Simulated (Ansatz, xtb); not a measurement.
C2F2: 3 structures ranked

3 gas-phase structures of C2F2, found in a search over its isomers (lower ones may exist). Each was relaxed with GFN2-xTB; where two conformers were screened, the lower at r2SCAN-D4/def2-SVP is listed:

A. `FC#CF`, a singlet
B. `[C]=C(F)F`, a singlet
C. `[C]=C(F)F`, a triplet

**Question.** Estimate their order in r2SCAN-D4/def2-SVP energy at these geometries, lowest first.

**Answer.** Calculated order at r2SCAN-D4/def2-SVP: A (0.000), B (1.545), C (1.943) eV.

Energies above the lowest of each column, in eV; the last columns are at PBE0-D3(BJ)/def2-SVP geometries and were run for some of them only (a dash: not run or not comparable):

```
structure  GFN2-xTB  HF/STO-3G  r2SCAN-D4/def2-SVP  PBE0-D3(BJ)/def2-SVP  CCSD(T)/def2-TZVPP
        A     0.000      0.000               0.000                 0.000               0.000
        B     2.718      1.843               1.545                 1.615               1.270
        C         –      1.228               1.943                     –                   –
```

Every level run on A puts it lowest or level with the lowest. Frequencies (PBE0-D3(BJ)/def2-SVP) were run for A, B alone. GFN2-xTB has no spin polarisation and isn't compared across spin states. Open shells are spin-unrestricted, some with notable spin contamination.

Programs: Ansatz 0.2.0, xtb 6.7.1.
